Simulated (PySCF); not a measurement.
Reproducing measurements on NP

**Measured values to compare with.**

From NIST CCCBDB Release 22 (SRD 101), experimental dipoles, for the gas: dipole moment (microwave Stark effect, equilibrium value μe) 2.751 ± 0.0008 D.

From Liu, Meijer, Perez-Rios, Phys. Chem. Chem. Phys. 22 (2020) 24191, for the gas: dipole moment 2.7514 D.

The runs below try to reproduce these values; the comparison stands at the end.

Compound: NP.
Atom-mapped SMILES: `[N:1]#[P:2]`

Structure used (PBE/6-31+G*), in Å, numbered top down from 1:
```xyz
2
PN angstrom
N      0.7568   -0.0117    0.0064
P     -0.7544   -0.0040   -0.0028
```

Runs made with PySCF (gas phase, on this PBE/6-31+G* geometry; no spin–orbit coupling):

| level | job | basis functions | wall time |
| --- | --- | --- | --- |
| PBE/6-31+G*, grid level 1 | geometry optimisation from a GFN2-xTB start | 40 | 1.9 s |

Hardware: Arm Neoverse V1, one thread, no GPU, on a shared host.

All basis functions are spherical.

**Comparison with experiment**

**Dipole moment.** Measured: 2.751 D (NIST CCCBDB Release 22 (SRD 101), experimental dipoles) and 2.7514 D (Liu, Meijer, Perez-Rios, Phys. Chem. Chem. Phys. 22 (2020) 24191). Differences are taken against the first.

```tsv
level	computed (D)	computed − measured (D)	% (from the printed values)
PBE/6-31+G*	2.595	-0.156	-6
```

The computed dipoles belong to one fixed geometry; measured ones are averaged over vibrations unless marked μe. Magnitudes are compared, not signs.

The geometry is computed, not the measured one. Where a level misses, the cause wasn't examined.
